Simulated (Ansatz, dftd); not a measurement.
Reaction: B2F4 (difluoroboranyl(difluoro)borane, SMILES FB(F)B(F)F) → 2 BF2 (SMILES F[B]F, doublet) (the B-B bond breaks)
Each species at its own B3LYP-D3(BJ)/def2-TZVP minimum (Ansatz, an electronic-structure program), one conformer.

Property: bond dissociation energy (electronic), in kcal/mol. Open shells are spin-unrestricted; no spin-orbit coupling. CBS(X,Y): correlation extrapolated as X^-3, Hartree-Fock from the larger set (Q,5: extrapolated as (X+1)exp(-9√X)). A bracket is a step between two methods taken in the basis named. Functionals run without relativity, which enters their misses. Double hybrids freeze cores in their MP2 part. 'core' is core correlation in cc-pwCVTZ, 'X2C' scalar relativity in cc-pVTZ-DK, both at CCSD(T).

Compared with CCSD(T)/CBS(cc-pVQZ,cc-pV5Z) + [CCSDT(Q) - CCSD(T)]/cc-pVDZ + core + X2C (Ansatz).

Question: Rank these levels by how close they come to it, closest first: B3LYP-D3(BJ)/def2-TZVPD (Ansatz + dftd3); B2PLYP/def2-TZVPD (Ansatz); r2SCAN-D3(BJ)/def2-TZVPD (Ansatz + dftd3); CAM-B3LYP-D4/def2-TZVPD (Ansatz + dftd4); wB97X-V/def2-TZVPD (Ansatz).

Answer: wB97X-V/def2-TZVPD (107.1 kcal/mol, difference 1.6), CAM-B3LYP-D4/def2-TZVPD (103.5 kcal/mol, difference -2.0), B2PLYP/def2-TZVPD (101.9 kcal/mol, difference -3.6), B3LYP-D3(BJ)/def2-TZVPD (101.5 kcal/mol, difference -4.0), r2SCAN-D3(BJ)/def2-TZVPD (96.7 kcal/mol, difference -8.8)
